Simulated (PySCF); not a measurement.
# A basis-limit estimate, worked out

An elementary step of AlH3SO, singlet (AlH₃SO ([OH][AlH][SH]) → AlHSO ([OH][Al][S]) + H₂; Al–H, S–H broken or loosened, H–H formed or tightened). “Start” and “end” are the PBE0-D4/def2-TZVP structures reached by relaxing down either side of its saddle point, with the molecules still in contact.

Computed with PySCF 2.14 with density fitting (its default auxiliary sets; JK sets also for MP2 and CCSD(T)) (basis: def2-TZVPP and def2-QZVPP); correlated methods freeze the cores.

Energies in eV:

| quantity | end | start |
| --- | --- | --- |
| Hartree–Fock, triple zeta (X = 3) | -19487.73551 | -19489.30299 |
| Hartree–Fock, quadruple zeta (X = 4) | -19488.33661 | -19489.91091 |
| MP2 correlation, X = 3 | -13.82913 | -13.56893 |
| MP2 correlation, X = 4 | -15.02056 | -14.72670 |
| CCSD(T) correlation, X = 3 | -15.13580 | -14.95015 |

**Question.** Work out the step energy at the basis limit: extrapolate Hartree–Fock as E(X) = E∞ + A exp(−7.88 √X) and the MP2 correlation as E(X) = E∞ + B X^−2.97 (the exponents that Neese and Valeev fitted for def2-TZVPP and QZVPP), then add CCSD(T) − MP2 in triple zeta.

**Answer.** Each step is linear, so take the differences first (end − start): Hartree–Fock 1.56748 (X = 3) and 1.57430 (X = 4); MP2 correlation -0.26020 and -0.29386; CCSD(T) correlation -0.18565.
Two points give E∞ = E(4) + w [E(4) − E(3)], with w = 1/(exp(7.88 (2 − √3)) − 1) = 0.1377 for Hartree–Fock and w = 1/((4/3)^2.97 − 1) = 0.7407 for the correlation.
Hartree–Fock: 1.57430 + 0.1377 × 0.00682 = 1.5752 eV.
MP2 correlation: -0.29386 + 0.7407 × (-0.03366) = -0.3188 eV.
CCSD(T) − MP2: -0.18565 − (-0.26020) = 0.0745 eV.
Sum: 1.5752 + (-0.3188) + 0.0745 = 1.3309 eV, or 30.69 kcal/mol. Plain CCSD(T) in triple zeta gives 1.3818 eV, so the larger basis shifts the result by -0.0509 eV.

No T1 diagnostic of these runs exceeds 0.018.

Labels in which every atom is bracketed show which atoms are joined, not bond orders.

For scale, one of the runs: CCSD(T)/def2-TZVPP, 157 basis functions, launched by `OMP_NUM_THREADS=4 python run.py`. The run took 94 s on 4 CPU threads of an Arm Neoverse V2 (shared host), with 0.98 GiB of host memory at its peak.
